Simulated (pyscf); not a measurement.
Structures and frequencies: ωB97X-D3(BJ)/def2-SVP in PySCF. Correlated levels are frozen-core, on RHF or UHF. ΔMP2 is the change of the MP2 total energy from the triple- to the quadruple-zeta basis.

SMILES: C=CC(O)=O
```xyz
9

C     -1.0761    -0.0083    -2.3554
C     -0.2313    -0.5734    -1.4906
C     -0.6524    -1.1678    -0.1919
O      0.1085    -1.6667     0.5992
O     -1.9803    -1.0983     0.0266
H     -2.1482     0.0441    -2.1452
H     -0.7180     0.4176    -3.2974
H      0.8441    -0.6366    -1.6789
H     -2.1342    -1.5092     0.8914
```
Charge 0, spin multiplicity 1.

Task: How much does it cost (ΔH, 298 K, CCSD(T)/def2-TZVPP + ΔMP2(QZVPP)) to split H₂C=CH–C(=O)–OH (SMILES C=CC(=O)O) at its C–O bond into •H₂C–CH=C=O + OH•?

Result: C–O to •H₂C–CH=C=O + OH•: 108.2 kcal/mol. The radicals are drawn with the spin at the cut bond; how far it spreads was not checked. Other isomers of •H₂C–CH=C=O were not searched in full and may lie lower. The CCSD(T) − MP2 part came from Ansatz, without density fitting, on the same reference. A UHF reference is spin-contaminated (<S²> up to 0.86), which harms MP2 most. Left out: the spin-orbit lowering of OH.
